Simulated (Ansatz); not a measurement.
# How far each method lies from RCCSDT(Q) for C$_{2}$H$_{3}$F, singlet

Geometry: MP2(full)/6-31G*, from the G2/97 set.

```csv
atom,x (Å),y (Å),z (Å)
C,0.0933,0.4598,0.0000
C,1.2853,-0.1230,0.0000
F,-1.0556,-0.2562,0.0000
H,-0.0931,1.5279,0.0000
H,1.3847,-1.2007,0.0000
H,2.1773,0.4884,0.0000
```

Basis 6-31G* (Cartesian d functions); Ansatz 0.2.0. Correlated methods freeze the noble-gas cores, which leaves 18 electrons in 48 orbitals. R marks a restricted (for open shells ROHF) determinant. Active spaces: frontier = (8e, 8o) about the gap.

Full CI isn't at hand for all of this; RCCSDT(Q) serves as the reference, and is uncertain by about the last step of the cluster series.

```
UHF ⟨S²⟩                          : 0.000
T1 diagnostic (RCCSD)             : 0.0126
largest doubles amplitude (RCCSD) : 0.137
```

```
   level  E − E(RCCSDT(Q)) (kcal/mol)  share of correlation (%)  wall time
     RHF                       289.39                      0.00          –
    RMP2                        24.15                     91.65          –
    CISD                        37.31                     87.11      2.9 s
   RCCSD                         9.27                     96.80          –
RCCSD(T)                         1.02                     99.65     0.76 s
 BCCD(T)                         0.90                     99.69     0.94 s
  RCCSDT                         0.53                     99.82          –
```

The correlation energy at RCCSDT(Q), counted from RHF, is -12.549 eV. That run took 2.4 s on 2 threads of AMD EPYC 7R13 with a shared H100 80 GB, shared host.

Run but not shown, since their state or frozen core can't be matched to the reference's or they repeat it: CASSCF (frontier space), MRCISD+Q(relaxed) (frontier space).

Times hold each run's SCF and search for its determinant on a shared host, so for small cases they say little of a method's own cost; they ran on 1 thread of AMD EPYC 7R13.

Atomization energy (electronic, same basis, no zero-point term; atoms at the same level, unrestricted beside the R rows where the molecule is a closed shell, with restricted open-shell steps beyond CCSDT(Q)) at RCCSDT(Q): 2210.8 kJ/mol. Errors of other levels:

```csv
level,error (kJ/mol)
RHF,-479.7
RMP2,35.3
CISD,-136.7
RCCSD,-28.6
RCCSD(T),-2.2
BCCD(T),-1.3
RCCSDT,-2.0
```

This basis is far from its limit, so the value isn't to be set against a measured one. Truncated CI isn't size-consistent, which counts against it in atomization.
